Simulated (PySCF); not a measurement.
# Telling isomers of C3H2F2 apart by NMR

Theory: geometry: PBE0-D3(BJ)/def2-SVP, J: B3LYP/pcJ-1, σ from GIAO-PBE0/pcSseg-1, in PySCF 2.14 (a single conformation, no solvent, non-relativistic, rapidly exchanging positions averaged).

Chemical shifts δ = σref − σ; $^{1}$H (σref 31.27) and $^{13}$C (σref 184.41) vs TMS, all at this level. Multiplet labels drop J under 1 Hz and among equivalent protons, and merge close values. Unscaled 3J(H,H) run several per cent high. One-bond C–F couplings are unscaled and too large by tens of Hz. Shifts are as computed. Against solution values, carbons near 30 ppm lie about +2 ppm off and those near 130 ppm about +5 ppm. Of 1211 compounds with measured shifts, 218 miss one by over three times the rms of a fit or turn the order of signals round; such compounds aren't used in these exercises.

(1) Tabulate the signals of `C#CC(F)F`, `FC1=C[C@H]1F` and their relative energies.

(2) What is the quickest way to tell C#CC(F)F from FC1=C[C@H]1F?

## Answers

(1) 
```tsv
SMILES	carbon types	δC	δH	E rel. (kcal/mol)
C#CC(F)F	1×C 2×CH	106.3, 83.3, 79.0	6.11 (td, 1H), 2.61 (td, 1H)	0.0
FC1=C[C@H]1F	1×C 2×CH	157.8, 92.7, 71.2	5.84 (td, 1H), 5.03 (ddd, 1H)	13.5
```

Energies are electronic energies at PBE0/pcSseg-1 on these geometries, without zero-point or thermal terms, each for the one conformer computed, which needn't be the lowest.

(2) Both give the same number of carbon signals, with the same numbers of each carbon type, so the positions decide. The first has an alkyne carbon (C) at 79.0 ppm, the second a fully substituted alkene carbon (C) at 157.8 ppm. Their most deshielded carbons lie at 106.3 and 157.8 ppm.
